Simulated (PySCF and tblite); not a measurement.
Results of a calculation; reference values are marked as such.
System: C3H4F2O, numbered as in [F:1][CH:2]([F:3])[C@H:4]1[CH2:5][O:6]1.

For the rotation about the C2–C4 bond (torsion F1–C2–C4–C5 from 69° to 207°, rising): electronic barrier 3.44 kcal/mol, zero-point change -0.07 kcal/mol, thermal and entropy terms at 298.15 K a further 0.57 kcal/mol (symmetry numbers apart). The minimum is C1, the saddle C1. Level: PBE0/pcSseg-1 + D3(BJ) on GFN2-xTB stationary points, with GFN2-xTB thermal terms. Rate constants are transition-state-theory values, counting equivalent paths, without tunnelling. (PySCF 2.14 with density fitting, tblite 0.8.)

How many equivalent paths lead out of the minimum?

1: the symmetry number of the minimum is 1, that of the saddle displaced along its mode 1.

Work out the rate at 298.15 K.

ΔG‡ = 3.94 kcal/mol; k_B T/h = 6.2×10¹² s⁻¹; exp(−ΔG‡/RT) = 0.0013; times 1 gives k = 8.1×10⁹ s⁻¹. Wigner's tunnelling factor for the 60i cm⁻¹ mode would be 1.00.
